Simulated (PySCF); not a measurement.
Gas-phase reaction: 4 SiH2F ⇌ SiF2 + 2 SiH3F + SiH2

Energies from PySCF (xtb for GFN2), thermal terms from the rigid-rotor harmonic-oscillator model, ideal gas at 1 bar. † marks an energy on the PBE0/def2-TZVP geometry and frequencies; other levels use their own. CCSD(T) freezes the core. 6-31G* has spherical d functions here. Open shells (unrestricted): SiH2F (multiplicity 2); the rest are closed-shell singlets. GFN2 has no spin-polarisation term. B3LYP is the form with VWN-RPA correlation. SiH2F: computed as isolated molecules; such fragments, hydroxides, amides, oligomers or adducts are transient or little studied in the gas. CCSD(T) isn't extrapolated to the basis-set limit; its ΔH°(298 K) is -350.2 kJ in def2-SVP and -349.8 kJ in def2-TZVPP. The harmonic model lacks anharmonicity and excited electronic states, which grow with temperature; levels with a mode under 35 cm⁻¹ are left out.

```csv
level,"ΔE electronic, kJ","ΔH°(298 K), kJ","ΔS°(298 K), J/K","ΔG°(1600 K), kJ"
B3LYP/def2-TZVP†,-327,-324,-58,-228
BLYP/def2-TZVP†,-328,-325,-58,-229
CCSD(T)/def2-SVP†,-353,-350,-58,-255
CCSD(T)/def2-TZVPP†,-353,-350,-58,-254
GFN2-xTB,-374,-375,-63,-271
HF/6-31G*,-236,-234,-58,-139
PBE/def2-TZVP†,-298,-295,-58,-199
r2SCAN/def2-TZVP†,-261,-258,-58,-162
ωB97M-V/def2-TZVP†,-382,-379,-58,-283
ωB97X-V/def2-TZVP†,-342,-339,-58,-244
```
ΔH° is lowest at ωB97M-V/def2-TZVP† and highest at HF/6-31G*. No reference value is set beside these.
